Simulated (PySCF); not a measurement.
Molecule: Propanamide, C₃H₇NO.

Geometry (Å), atoms numbered from 1 in this order:
```xyz
12

C    -1.684   -0.131   -0.182
C    -0.226   -0.541   -0.196
C     0.695    0.574    0.274
N     2.023    0.326    0.109
O     0.283    1.602    0.770
H    -1.865    0.707   -0.870
H    -1.979    0.209    0.820
H    -2.333   -0.968   -0.477
H     0.091   -0.864   -1.203
H    -0.057   -1.410    0.465
H     2.367   -0.527   -0.305
H     2.685    1.022    0.426
```

Spin–spin couplings on one PBE0-D3(BJ)/def2-SVP geometry, PySCF 2.14, gas phase, non-relativistic, equivalent pairs averaged (spin–dipole term only in couplings to heteroatoms); isotopes 13C, 1H, 15N; functional B3LYP.

Q: How do the couplings (Hz) change with the basis set? Times are CPU seconds on shared hosts with different chips, so compare them loosely. Far from the basis limit: 6-31G*, pcJ-0, 6-31G-J, def2-TZVP, cc-pVTZ.

A: 
```
basis set  functions  1J(C1,H6)  1J(C2,H9)  1J(N4,H12)  1J(N4,H11)  1J(C2,C3)  1J(C1,C2)  1J(C3,N4)  core-s
   6-31G*         84      143.8      142.6       -89.7       -87.5       63.6       53.5      -20.9     4.6
    pcJ-0         86      115.7      110.9       -81.0       -80.0       38.7       31.8      -10.0     4.4
  6-31G-J         88      138.9      133.1       -98.7       -98.4       50.2       41.0      -15.8     4.9
def2-TZVP        197      127.2      121.5       -89.2       -88.4       50.2       39.0      -15.8      15
    pcJ-1        205      135.0      128.4       -96.0       -94.8       51.2       40.8      -16.6      24
  cc-pVTZ        248      119.9      112.9       -81.6       -81.7       43.7       29.7      -18.1      21
```

The Fermi-contact term samples the wavefunction at the nucleus, which is why sets with added tight s functions (names with J) are made for couplings.
